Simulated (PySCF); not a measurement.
Simulated outer-valence photoelectron spectrum of `Fc1cnco1`. Computed with EOM-IP-CCSD/aug-cc-pVDZ in PySCF, restricted Hartree–Fock reference, 6 core orbitals frozen, non-relativistic, gas phase, PBE0-D3(BJ)/def2-SVP geometry.

Each root has a Gaussian of 0.4 eV full width with its one-hole share as area; cross sections and vibrations are left out, and the highest printed point is 100.

```
ionisation energy (eV)  intensity
                   9.2          4
                   9.4         39
                   9.6        100
                   9.8         64
                  10.0         10
                  10.2          0
                  10.4          0
                  10.6          1
                  10.8         18
                  11.0         79
                  11.2         89
                  11.4         25
                  11.6          4
                  11.8         30
                  12.0         93
                  12.2         72
                  12.4         14
                  12.6          1
                  12.8          0
                  13.0          0
                  13.2          0
                  13.4          0
                  13.6          0
                  13.8          0
                  14.0          1
                  14.2         17
                  14.4         78
                  14.6         91
                  14.8         28
                  15.0         31
                  15.2         94
                  15.4         79
                  15.6         52
                  15.8         95
                  16.0         62
                  16.2         21
                  16.4         67
                  16.6         96
                  16.8         35
                  17.0          3
                  17.2          1
                  17.4         17
                  17.6         79
                  17.8         89
                  18.0         25
                  18.2          2
```

**Question.** Where are the maxima, and how many lines lie under the curve?

**Answer.** 8 maxima, at 9.6, 11.1, 12.1, 14.5, 15.3, 15.8, 16.6 and 17.7 eV, from 8 lines.

**Question.** List the lines with their holes.

**Answer.** 
```csv
E (eV),leading hole (HF orbital),area,Koopmans (eV)
9.64,HOMO,0.96,9.59
11.12,HOMO-2,0.94,13.01
12.06,HOMO-1,0.94,12.96
14.52,HOMO-3,0.95,16.46
15.27,HOMO-4,0.95,16.65
15.84,HOMO-5,0.91,18.17
16.55,HOMO-6,0.94,19.05
17.72,HOMO-7,0.94,19.73
```

The widest gap, 2.46 eV, lies between 12.06 and 14.52 eV. Only orbitals with −ε under 21 eV, eight at most, were ionised, so the high end of the curve may lack lines.
